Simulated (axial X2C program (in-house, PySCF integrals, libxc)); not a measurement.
# Outer orbitals of BH at 1.241 Å, PW91

Calculated with an axial X2C code built on PySCF integrals. Spin-free means the one-electron spin-free X2C Hamiltonian; two-component (2c) means X2C with spin–orbit coupling and atomic mean-field two-electron Coulomb and Gaunt terms, so the difference of the two also holds small scalar two-electron terms. Basis: B dyall-v3z [7s6p2d1f], H dyall-v3z [6s2p1d] (cores contracted in-house); Gaussian nuclei, density fitting, unrestricted open shells. Masses: B 11.009 u, H 1.008 u.

The distance is close to the 2c PBE0 minimum; the highest filled and lowest empty levels are listed.

Spin-free orbitals, state M_S = 0, Λ = 0 (closed shell) (Löwdin shares):

```json
{"symmetry": "σα", "occupied": "yes", "ε (eV)": "-11.94", "atomic character": "45% H s, 42% B s, 8% B p"}
{"symmetry": "σα", "occupied": "yes", "ε (eV)": "-5.57", "atomic character": "56% B p, 31% B s, 9% H s"}
{"symmetry": "π-α", "occupied": "no", "ε (eV)": "-3.52", "atomic character": "93% B p, 6% H p"}
{"symmetry": "π+α", "occupied": "no", "ε (eV)": "-3.52", "atomic character": "93% B p, 6% H p"}
{"symmetry": "σα", "occupied": "no", "ε (eV)": "0.67", "atomic character": "67% H s, 13% H p, 13% B s"}
{"symmetry": "σα", "occupied": "no", "ε (eV)": "1.81", "atomic character": "92% B p, 3% B d, 3% B s"}
```

One partner of each degenerate Kramers or spin pair is listed.

Spinors with spin–orbit coupling (state Ω = 0):

```tsv
ω	occupied	ε (eV)	atomic character	λ mixture
1/2	yes	-11.94	45% H s, 42% B s, 8% B p	100% σ
1/2	yes	-5.57	56% B p, 31% B s, 9% H s	100% σ
1/2	no	-3.52	93% B p, 6% H p	100% π
3/2	no	-3.52	93% B p, 6% H p	100% π
1/2	no	0.67	67% H s, 13% H p, 13% B s	100% σ
1/2	no	1.81	92% B p, 3% B d, 3% B s	100% σ
```

One partner of each degenerate Kramers or spin pair is listed.

Mulliken charges and populations of the two-component result (they depend on the basis, above all on diffuse functions):

B 0.01 e (s 3.92 p 1.05 d 0.03), H -0.01 e (s 1.00 p 0.01).

Occupations by symmetry block were frozen at the best pattern of an incomplete PBE0 search.
